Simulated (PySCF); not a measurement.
**C₄H₈, SMILES `C/C=C\C` (charge 0, multiplicity 1)**

All values below come from PBE-D3(BJ)/def2-TZVP // PBE0-D3(BJ)/def2-TZVP (PySCF).

* **HOMO**: -5.78 eV
* **dipole moment**: 0.25 D
* **HOMO–LUMO gap**: 5.53 eV
* **LUMO**: -0.25 eV
* **total energy**: -157.0577 Ha
* **cost**: around 60 core-seconds (rough)

Bond lengths (Å): C1–C2 1.491, C1–H5 1.090, C1–H6 1.095, C1–H7 1.095, C2–C3 1.330, C2–H8 1.088, C3–C4 1.491, C3–H9 1.088, C4–H10 1.090, C4–H11 1.095, C4–H12 1.095. Bond angles (°): C2–C1–H5 112.9, C2–C1–H6 110.7, C2–C1–H7 110.7, H5–C1–H6 107.8, H5–C1–H7 107.8, H6–C1–H7 106.5, C1–C2–C3 127.6, C1–C2–H8 115.2, C3–C2–H8 117.2, C2–C3–C4 127.6, C2–C3–H9 117.2, C4–C3–H9 115.2, C3–C4–H10 112.9, C3–C4–H11 110.7, C3–C4–H12 110.7, H10–C4–H11 107.8, H10–C4–H12 107.8, H11–C4–H12 106.5.
